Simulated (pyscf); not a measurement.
Four-centre exchange: `[CH3][In]` [singlet] + `[H][H]` -> `[InH]` [singlet] + `[CH4]`

Gas phase, singlet surface, charge 0. Bonds broken: In1–C2, H6–H7. Bonds formed: In1–H6, C2–H7. Single points on ωB97X-D3(BJ)/def2-SVP structures (PySCF, gas phase).

Transition state (Å):

```xyz
7

In     0.6091     1.2278     0.8460
C     -1.3363    -0.1167    -0.0448
H     -1.5975    -0.6264    -0.9884
H     -2.1364     0.6182     0.1516
H     -1.3749    -0.8812     0.7507
H      0.8467     0.5473    -1.1505
H     -0.0596     0.2292    -0.7977
```

One imaginary mode, 1483i cm⁻¹; descent along it reached the two sides named.

```
bond    change  reactant side (Å)  saddle  product side
------  ------  -----------------  ------  ------------
In1–C2  breaks              2.242   2.527           3.3
H6–H7   breaks              0.761   1.023         2.589
In1–H6   forms                3.1   2.123         1.853
C2–H7    forms                3.2   1.522         1.101
```

Electronic energies relative to the separated reactants (eV):

| level | barrier | reaction energy | reverse barrier |
|---|---|---|---|
| ωB97X-D3(BJ)/def2-TZVP | 1.14 | -0.37 | 1.51 |
| PBE/def2-TZVP | 0.81 | -0.43 | 1.23 |
| r²SCAN/def2-TZVP | 0.88 | -0.42 | 1.30 |
| B3LYP-D3(BJ)/def2-TZVP | 1.02 | -0.44 | 1.47 |
| PBE0-D3(BJ)/def2-TZVP | 0.92 | -0.45 | 1.37 |
| M06-2X/def2-TZVP | 1.17 | -0.36 | 1.53 |
| ωB97M-D3(BJ)/def2-TZVP | 1.11 | -0.48 | 1.59 |
| HF/def2-TZVP | 1.68 | -0.72 | 2.40 |

With ωB97M-D3(BJ)/def2-TZVP energies and thermal terms (ideal gas, 1 atm, RRHO with modes under 100 cm⁻¹ raised to 100, one conformer, R ln 2 for chiral ones without a mode under 150 cm⁻¹), in eV:

| T (K) | ΔH‡ | ΔG‡ | ΔH | ΔG |
|---|---|---|---|---|
| 298 | 1.12 | 1.43 | -0.37 | -0.39 |
| 600 | 1.08 | 1.76 | -0.42 | -0.38 |
| 900 | 1.07 | 2.10 | -0.45 | -0.35 |
| 1200 | 1.08 | 2.44 | -0.47 | -0.32 |

At the saddle there is also a short H–In contact that neither side keeps. This is the saddle that the search found; another between the same sides may lie lower. Elements past Kr carry the def2 core potentials, without spin-orbit coupling.
